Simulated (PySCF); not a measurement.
**Threshold energies of P2 in a plasma**

CCSD(T) in PySCF with def2-TZVPPD on every atom, for the lowest determinant that a PBE0 search found; no spin–orbit coupling.

| species | state (unpaired electrons) | Re (Å) | ωe (cm⁻¹) | energy of the minimum from the neutral (eV) | De (eV) | dissociates to |
| --- | --- | --- | --- | --- | --- | --- |
| P2 | singlet (closed shell) | 1.908 | 776 | 0.00 | 4.61 | P + P |
| P₂⁺ | doublet (π ↑) | 1.989 | 680 | 10.41 | 4.66 | P⁺ + P |

Problem. Work out the lowest energy to break P2 into atoms, from its vibrational ground state.

Solution. D0 = De − ωe/2 = 4.61 − 0.05 = 4.56 eV (CCSD(T)/def2-TZVPPD).

Problem. Work out the ionisation energy of the P atom at this level and the threshold of dissociative ionisation.

Solution. IE(P) = 10.41 + 4.66 − 4.61 = 10.46 eV, so P⁺ + P + e⁻ appears at D0 + IE(P) = 15.02 eV (CCSD(T)/def2-TZVPPD). The measured IE(P) is 10.487 eV (NIST ASD).

These are thermodynamic thresholds; the onsets seen under electron impact lie higher where the geometry changes, and cross-sections peak well above them.

Correlated steps freeze 10 core orbitals. Where the molecule has an RHF reference, its open-shell atoms are computed with UHF. States were picked by a PBE0 search and need not be the measured ground states.
